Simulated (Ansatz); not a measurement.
**Relaxing Sn2As3**

The calculation used Ansatz, DFT PBE, scalar-relativistic, plane waves, PAW. Cutoff 420 eV, Γ-centred k mesh, Gaussian smearing, no spin polarisation in the final step.

The start is a random cell of Sn2As3 with space group Amm2 (No. 38), drawn with lower limits on the distances.

```
CELL_PARAMETERS angstrom
5.50505 0.00000 0.00000
0.00000 3.56154 3.34162
0.00000 -3.56154 3.34162
ATOMIC_POSITIONS crystal
Sn 0.00000 0.44371 0.44371
Sn 0.50000 0.75000 0.75000
As 0.50000 0.24372 0.75628
As 0.50000 0.75628 0.24372
As 0.50000 0.26608 0.26608
```

Cell and atoms relax at zero pressure; the relaxation can't lower the symmetry of the start. After a coarse first stage the cell is made exact in the group found at 0.06 Å.

Energies over the elements count from the elements' standard structures at the same level, with no empirical corrections.

Question: Which crystal results?

Answer: It keeps Amm2 (No. 38). Conventional cell: a = 4.874 Å, b = 7.678 Å, c = 8.580 Å. Around Sn on Wyckoff site a (1 atom of the primitive cell) lie 6 As at 2.99–3.06 Å and 2 Sn at 3.37 Å; around Sn on Wyckoff site b (1 atom of the primitive cell) lie 2 As at 2.74 Å, 2 As at 3.04 Å and 2 Sn at 3.37 Å; As on Wyckoff site e (2 atoms of the primitive cell) has 1 As at 2.48 Å and 1 Sn at 2.74 Å (next Sn at 3.04 Å); As on Wyckoff site b (1 atom of the primitive cell) has 2 As at 2.48 Å.

```
Sn As
1.0
     4.87434    0.00000    0.00000
     0.00000    3.83893    4.28985
     0.00000   -3.83893    4.28985
Sn As
2 3
Direct
  0.00000 0.48198 0.48198
  0.50000 0.75322 0.75322
  0.50000 0.23197 0.71267
  0.50000 0.71267 0.23197
  0.50000 0.27994 0.27994
```

Question: What are its volume, energy, density and gap?

Answer: The volume per atom is 32.11 Å³ and the density is 4.78 g/cm³. The energy over the elements is 0.23 eV/atom and the gap on the 8×8×8 mesh is 0 eV (a metal).

The final run used a 8×8×8 mesh on its 5-atom cell and 0.10 eV smearing. For metals, differences of a few meV/atom aren't resolved. A structure relaxed within its symmetry needn't be a true minimum.